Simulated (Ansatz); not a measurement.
Molecule: PH₂, net charge 0, doublet state. SMILES: [PH2]
Geometry: optimised at B3LYP-D3(BJ)/def2-TZVP (Ansatz, an electronic-structure program).

Property: vertical electron affinity (to the singlet state of charge -1; a negative value means that the extra electron is unbound and the number depends on the basis; each state is the SCF solution reached for its spin), in eV. Valence correlation only, unless marked. Open shells are spin-unrestricted. No spin-orbit coupling. No relativistic terms. Anions need diffuse functions: aug- sets have them; def2-D sets add few. CBS marks a two-point X^-3 extrapolation of the correlation energy; Hartree-Fock from the larger set.

CCSD(T)/CBS(aug-cc-pV(T+d)Z,aug-cc-pV(Q+d)Z) (Ansatz) gives 1.26 eV.

Question: Another calculation gave 0.98 eV. Which level was it?
(A) PBE/def2-TZVPD (Ansatz)
(B) SVWN5/def2-TZVPD (Ansatz)
(C) BHLYP/def2-TZVPD (Ansatz)

Answer: A, PBE/def2-TZVPD (Ansatz). The others give 1.24 (SVWN5), 0.81 (BHLYP) eV.
